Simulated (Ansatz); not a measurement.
Geometry optimisation, RKS PBE0-D4/def2-SVP in Ansatz.

The input (input.yaml):

```yaml
crystal:
  periodic: [false, false, false]
  atoms:
    - { symbol: Si, position_ang: [0.308299, -0.009325, -0.103831] }
    - { symbol: F, position_ang: [0.552721, -0.064514, 1.488105] }
    - { symbol: H, position_ang: [1.637377, 0.185635, -0.747665] }
    - { symbol: H, position_ang: [-0.578334, 1.140669, -0.429468] }
    - { symbol: H, position_ang: [-0.295673, -1.293435, -0.546973] }
    - { symbol: P, position_ang: [-2.819813, 0.203106, 1.186502] }
    - { symbol: H, position_ang: [-2.758734, -0.973122, 0.377129] }
    - { symbol: H, position_ang: [-3.531875, -0.468355, 2.227743] }
    - { symbol: H, position_ang: [-1.552567, -0.032758, 1.792559] }
basis:
  gaussian: { orbitals: def2-SVP }
hamiltonian:
  xc: pbe0
  dispersion: d4
relax:
  f_tol: 0.03
  max_steps: 50
```

Command:

```bash
$ ansatz run input.yaml --threads 1 --pin off --max-ram 2048MiB --backend cpu --events-out ev --progress --plain --runs-dir out
```

Q: Where does it end, and by what steps?

A: It converged. The force dipped under the threshold on the way, but the program's further checks kept it going. After 14 steps the energy has fallen by 0.114 eV; P6 moved furthest, 0.50 Å.

| step | energy less start (eV) | largest force component (eV/Å) | accepted |
| --- | --- | --- | --- |
| 0 | 0.0000 | 0.803 | yes |
| 1 | -0.0957 | 0.297 | yes |
| 2 | -0.0778 | 0.688 | no |
| 3 | -0.1084 | 0.046 | yes |
| 4 | -0.1094 | 0.038 | yes |
| 5 | -0.1108 | 0.007 | yes |
| 6 | -0.1040 | 0.410 | no |
| 7 | -0.1115 | 0.029 | yes |
| 8 | -0.1117 | 0.104 | yes |
| 9 | -0.1122 | 0.053 | yes |
| 10 | -0.1125 | 0.017 | yes |
| 11 | -0.1131 | 0.052 | yes |
| 12 | -0.1133 | 0.140 | yes |
| 13 | -0.1139 | 0.072 | yes |
| 14 | -0.1144 | 0.003 | yes |

```xyz
9
Properties=species:S:1:pos:R:3
Si 0.507 -0.057 -0.221
F 0.601 -0.052 1.404
H 1.867 0.203 -0.766
H -0.436 1.018 -0.639
H 0.013 -1.390 -0.663
P -3.213 0.233 1.493
H -2.966 -0.631 0.380
H -3.566 -0.854 2.350
H -1.846 0.217 1.906
```

Whether the end is a true minimum wasn't checked by a vibrational analysis.

The run took 40 s on 1 thread of Arm Neoverse V1, on a shared host, peak memory 0.15 GiB.
